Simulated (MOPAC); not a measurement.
MOPAC input (AM1):

```
AM1 FORCE THERMO(298,298) PRECISE LET UHF MS=0.5 GEO-OK AUX(PRECISION=9) THREADS=1
C3H3

C    -0.00462617 1   -0.08770917 1    0.80630956 1
C    -0.01424421 1   -0.72513144 1   -0.50529600 1
C     0.01477665 1    0.58253494 1   -0.58913733 1
H     0.91017006 1   -0.08427361 1    1.42759374 1
H    -0.92256457 1   -0.04397855 1    1.42139894 1
H     0.03718669 1    1.52493336 1   -1.09076516 1
```

From the output:

```
     H    6   0.298638   0.451786   5.830308   0.032704   0.032701   6.288866

          HEAT OF FORMATION =     145.925859 KCALS/MOLE

          ZERO POINT ENERGY      28.286 KCAL/MOL

           NORMAL COORDINATE ANALYSIS (Total motion = 1 Angstrom)

   Root No.       1         2         3         4         5         6         7         8

                 1 A"      1 A'      2 A"      2 A'      3 A"      3 A'      4 A'      5 A'

                 781.9     818.0     833.7     989.8    1000.8    1125.6    1294.1    1428.0

           1    0.0000    0.0255   -0.0000    0.0102    0.0000    0.0164    0.1814   -0.0586
           2   -0.0000    0.1251    0.0000    0.0206   -0.0000   -0.0845    0.0069   -0.0183
           3   -0.0031    0.0000   -0.0015   -0.0000    0.0853   -0.0000    0.0000   -0.0000
           4    0.0000    0.1094   -0.0000    0.0282    0.0000    0.0206   -0.1389    0.0033
           5    0.0000   -0.0513   -0.0000    0.0128    0.0000    0.0284   -0.1109    0.0169
           6    0.0014    0.0000    0.0513    0.0000   -0.0269    0.0000   -0.0000   -0.0000
           7   -0.0000   -0.1088    0.0000   -0.1011   -0.0000   -0.0141   -0.0702    0.0011
           8    0.0000   -0.0927    0.0000   -0.0174    0.0000   -0.0021    0.0743   -0.0203
           9   -0.0458   -0.0000   -0.0705    0.0000   -0.0346   -0.0000   -0.0000    0.0000
          10   -0.0350   -0.0134    0.1530    0.0351   -0.3196   -0.1762    0.1775    0.3193
          11    0.2274    0.1549   -0.2933   -0.0745   -0.1301    0.3502    0.1404    0.1418
          12    0.0414   -0.0091    0.0160   -0.0054   -0.1793   -0.0027    0.0449    0.2642
          13    0.0350   -0.0134   -0.1530    0.0351    0.3197   -0.1762    0.1775    0.3193
          14   -0.2274    0.1549    0.2933   -0.0745    0.1301    0.3502    0.1404    0.1418
          15    0.0414    0.0091    0.0160    0.0054   -0.1793    0.0027   -0.0449   -0.2642
          16   -0.0000   -0.2847    0.0000    0.6772   -0.0000    0.0802   -0.0255    0.0083
          17   -0.0000   -0.0847   -0.0000   -0.0422   -0.0000   -0.0063    0.0727   -0.0236
          18    0.4822   -0.0000    0.2144    0.0000    0.0754   -0.0000   -0.0000    0.0000

   Root No.       9        10        11        12

                 6 A'      4 A"      7 A'      8 A'

                1833.4    3121.1    3176.8    3383.3

           1   -0.1088    0.0000   -0.0376    0.0030
           2   -0.0462    0.0000   -0.0161    0.0009
           3   -0.0000   -0.0596    0.0000   -0.0000
           4    0.1551    0.0000   -0.0003   -0.0057
           5   -0.1937    0.0000   -0.0018    0.0069
           6   -0.0000   -0.0019   -0.0000   -0.0000
           7   -0.0422   -0.0000   -0.0020   -0.0006
           8    0.2188    0.0000    0.0007   -0.0830
           9    0.0000   -0.0012   -0.0000    0.0000
          10   -0.0307   -0.2573    0.2375    0.0047
          11   -0.0134   -0.1127    0.1041    0.0029
          12    0.0572    0.3744   -0.3985   -0.0038
          13   -0.0307    0.2573    0.2375    0.0047
          14   -0.0134    0.1127    0.1041    0.0029
          15   -0.0572    0.3744    0.3985    0.0038
          16    0.0133   -0.0000    0.0015    0.0296
          17    0.2778    0.0000   -0.0040    0.8910
          18    0.0000   -0.0013   -0.0000    0.0000

           MASS-WEIGHTED COORDINATE ANALYSIS (NORMAL COORDINATES)

   Root No.       1         2         3         4         5         6         7         8

                 1 A"      1 A'      2 A"      2 A'      3 A"      3 A'      4 A'      5 A'

                 781.9     818.0     833.7     989.8    1000.8    1125.6    1294.1    1428.0

           1    0.0000    0.1017   -0.0000    0.0447    0.0000    0.0875    0.6243   -0.3060
           2   -0.0000    0.4993    0.0000    0.0907   -0.0000   -0.4507    0.0238   -0.0957
           3   -0.0175    0.0000   -0.0088   -0.0000    0.4554   -0.0000    0.0000   -0.0000
           4    0.0000    0.4366   -0.0000    0.1240    0.0000    0.1097   -0.4779    0.0171
           5    0.0000   -0.2047   -0.0000    0.0562    0.0000    0.1512   -0.3817    0.0881
           6    0.0082    0.0000    0.2969    0.0000   -0.1439    0.0000   -0.0000   -0.0000
           7   -0.0000   -0.4340    0.0000   -0.4443   -0.0000   -0.0754   -0.2416    0.0057
           8    0.0000   -0.3700    0.0000   -0.0765    0.0000   -0.0110    0.2559   -0.1062
           9   -0.2609   -0.0000   -0.4078    0.0000   -0.1847   -0.0000   -0.0000    0.0000
          10   -0.0578   -0.0155    0.2564    0.0446   -0.4946   -0.2722    0.1770    0.4826
          11    0.3754    0.1790   -0.4916   -0.0948   -0.2013    0.5408    0.1399    0.2143
          12    0.0684   -0.0105    0.0268   -0.0069   -0.2773   -0.0041    0.0448    0.3993
          13    0.0578   -0.0155   -0.2564    0.0446    0.4946   -0.2721    0.1770    0.4826
          14   -0.3754    0.1790    0.4916   -0.0948    0.2013    0.5408    0.1399    0.2143
          15    0.0684    0.0105    0.0268    0.0069   -0.2773    0.0041   -0.0448   -0.3993
          16   -0.0000   -0.3291    0.0000    0.8620   -0.0000    0.1238   -0.0254    0.0126
          17   -0.0000   -0.0979   -0.0000   -0.0538   -0.0000   -0.0097    0.0725   -0.0357
          18    0.7960   -0.0000    0.3594    0.0000    0.1167   -0.0000   -0.0000    0.0000

   Root No.       9        10        11        12

                 6 A'      4 A"      7 A'      8 A'

                1833.4    3121.1    3176.8    3383.3

           1   -0.2989    0.0000   -0.1891    0.0111
           2   -0.1269    0.0000   -0.0810    0.0032
           3   -0.0000   -0.2970    0.0000   -0.0000
           4    0.4261    0.0000   -0.0017   -0.0211
           5   -0.5323    0.0000   -0.0089    0.0254
           6   -0.0000   -0.0094   -0.0000   -0.0000
           7   -0.1160   -0.0000   -0.0101   -0.0021
           8    0.6013    0.0000    0.0037   -0.3059
           9    0.0000   -0.0059   -0.0000    0.0000
          10   -0.0244   -0.3712    0.3456    0.0050
          11   -0.0106   -0.1625    0.1515    0.0031
          12    0.0456    0.5400   -0.5799   -0.0040
          13   -0.0244    0.3712    0.3456    0.0050
          14   -0.0106    0.1625    0.1515    0.0031
          15   -0.0456    0.5400    0.5799    0.0040
          16    0.0106   -0.0000    0.0022    0.0316
          17    0.2211    0.0000   -0.0058    0.9508
          18    0.0000   -0.0018   -0.0000    0.0000

          DESCRIPTION OF VIBRATIONS

 VIBRATION          1    1A"         ATOM PAIR     ENERGY CONTRIBUTION    RADIAL
 FREQUENCY           781.93         C 3 -- H 6         +60.3% ( 83.7%)      0.0%
 TRANSITION DIPOLE   0.5361         C 1 -- H 5         +18.0% ( 45.7%)      0.2%
 TRAVEL (Ang.)       0.4132         C 1 -- H 4         +18.0% ( 45.7%)      0.2%
 REDUCED MASS        0.5051         C 2 -- C 3          +1.9% ( 14.8%)      0.0%
 EFFECTIVE MASS      1.4760
 FORCE CONSTANT      0.1819

 VIBRATION          2    1A'         ATOM PAIR     ENERGY CONTRIBUTION    RADIAL
 FREQUENCY           817.95         C 1 -- C 3         +34.9% (108.2%)     98.6%
 TRANSITION DIPOLE   0.3169         C 2 -- C 3         +20.9% ( 83.8%)      4.0%
 TRAVEL (Ang.)       0.1733         C 1 -- C 2         +18.4% ( 78.7%)     18.5%
 REDUCED MASS        2.7453         C 3 -- H 6         +12.0% ( 63.5%)     89.4%
 EFFECTIVE MASS     11.7476
 FORCE CONSTANT      1.0822

 VIBRATION          3    2A"         ATOM PAIR     ENERGY CONTRIBUTION    RADIAL
 FREQUENCY           833.67         C 1 -- H 5         +32.6% ( 59.5%)      0.0%
 TRANSITION DIPOLE   0.3913         C 1 -- H 4         +32.6% ( 59.5%)      0.0%
 TRAVEL (Ang.)       0.3573         C 3 -- H 6         +22.4% ( 49.3%)      0.0%
 REDUCED MASS        0.6336         C 2 -- C 3          +7.1% ( 27.7%)      0.0%
 EFFECTIVE MASS      2.7317
 FORCE CONSTANT      0.2594

 VIBRATION          4    2A'         ATOM PAIR     ENERGY CONTRIBUTION    RADIAL
 FREQUENCY           989.76         C 3 -- H 6         +75.6% ( 96.8%)      0.3%
 TRANSITION DIPOLE   0.4876         C 1 -- C 3         +10.5% ( 36.1%)     70.8%
 TRAVEL (Ang.)       0.2532         C 2 -- C 3          +9.0% ( 33.3%)      2.5%
 REDUCED MASS        1.0626         C 1 -- H 5          +1.9% ( 15.3%)      3.8%
 EFFECTIVE MASS      2.9630
 FORCE CONSTANT      0.6133

 VIBRATION          5    3A"         ATOM PAIR     ENERGY CONTRIBUTION    RADIAL
 FREQUENCY          1000.78         C 1 -- H 5         +37.4% ( 85.7%)     11.6%
 TRANSITION DIPOLE   0.3392         C 1 -- H 4         +37.4% ( 85.7%)     11.6%
 TRAVEL (Ang.)       0.2901         C 1 -- C 3         +12.1% ( 48.8%)      0.0%
 REDUCED MASS        0.8003         C 1 -- C 2         +11.6% ( 47.8%)      0.0%
 EFFECTIVE MASS      3.7723
```
